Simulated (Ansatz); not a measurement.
# H3Si2: the cost of one run

Method: the levels named in each step, in Ansatz 0.2.0.

## (1) Starting point

Bond lengths: Si1–Si2 2.202 Å, Si1–H3 1.510 Å, Si2–H4 1.483 Å, Si2–H5 1.479 Å. Angles: Si1–Si2–H4 151.1°, Si1–Si2–H5 110.2°, H4–Si2–H5 98.7°, Si2–Si1–H3 102.7°.

Coordinates:

```xyz
5

Si    1.0045   -0.5481    0.0423
Si   -0.9398    0.4829   -0.0366
H     1.9886    0.5899   -0.0841
H    -1.7490    1.7207   -0.1517
H    -2.0425   -0.4960    0.0769
```

## (2) A rough first relaxation, PBE-D4/def2-SVP

This run stands in another session on the same molecule. It ended at:

```xyz
5

Si    1.1047   -0.5798   -0.1786
Si   -0.9762    0.3249    0.0836
H     1.7581    0.7913    0.1011
H    -1.3911    1.7197   -0.3310
H    -2.2337   -0.5067    0.1718
```

## (3) Relaxation, PBE0-D4/def2-TZVPP

This run stands in another session on the same molecule. It ended at:

```xyz
5

Si    1.1156   -0.6023   -0.0852
Si   -0.9624    0.3129    0.0366
H     1.6868    0.8088    0.0171
H    -1.3636    1.7195   -0.2560
H    -2.2145   -0.4896    0.1342
```

## (4) Frequencies, PBE0-D4/def2-TZVPP

File input.yaml:

```yaml
crystal:
  periodic: [false, false, false]
  atoms:
    - { symbol: Si, position_ang: [1.11556411, -0.60225474, -0.08520071] }
    - { symbol: Si, position_ang: [-0.96238927, 0.31290277, 0.03660077] }
    - { symbol: H, position_ang: [1.68676499, 0.80883655, 0.01714129] }
    - { symbol: H, position_ang: [-1.36364061, 1.71951297, -0.25602311] }
    - { symbol: H, position_ang: [-2.21446923, -0.48959755, 0.13422177] }
magnetization:
  spin_polarized: true
  initial_magnetization: 1
basis:
  gaussian: { orbitals: def2-TZVPP }
hamiltonian:
  xc: pbe0
  dispersion: d4
phonons: {}
```

On the command line:

```
> ansatz run input.yaml --threads 2 --pin off --max-ram 5120MiB --backend cpu --events-out ev --progress --plain --runs-dir out
```

Q: Estimate wall time and peak memory on 2 threads of Arm Neoverse V2, shared host.

About 36 s, with a peak of 0.23 GiB.
